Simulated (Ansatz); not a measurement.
Coupled-cluster diagnostics for diborane mono Cl (B2H5Cl), Ansatz.

Geometry of the singlet (PBE-D4/def2-TZVP):

```xyz
8

B    -0.6132    0.1034    0.5649
Cl   -0.1954   -0.0185    2.2873
H    -1.7487    0.3266    0.2660
H     0.1837    0.9753   -0.0766
B     0.5992   -0.0973   -0.6975
H     0.2289    0.0007   -1.8307
H     1.7323   -0.3205   -0.3897
H    -0.1869   -0.9696   -0.1236
```

Correlated methods freeze 7 core orbitals.

Task: Estimate the CCSD(T) correlation energy, the shares of MP2 and (T), T1 and the reference's ⟨S²⟩ for: charge 0, singlet, own geometry in def2-TZVPP; charge 1, doublet, vertical in def2-TZVPP; and the rough time on 4 threads of Arm Neoverse V1 on a shared host.

Result: 
```csv
state,basis,correlation (eV),MP2 share (%),(T) share (%),T1,⟨S²⟩ (pure),wall time
"charge 0, singlet, own geometry",def2-TZVPP,-13.794,87.3,3.7,0.010,0.00 (0.00),13 s
"charge 1, doublet, vertical",def2-TZVPP,-12.870,84.8,3.7,0.029,0.76 (0.75),5.2 min
```
Customary marks for T1 are 0.02 (closed shells), 0.045 (open shells) and about 0.05 (3d metals). T1 exceeds 0.02 in 1 of 2 rows and 0.045 in 0; the higher it lies, the less the single-reference result can be trusted.
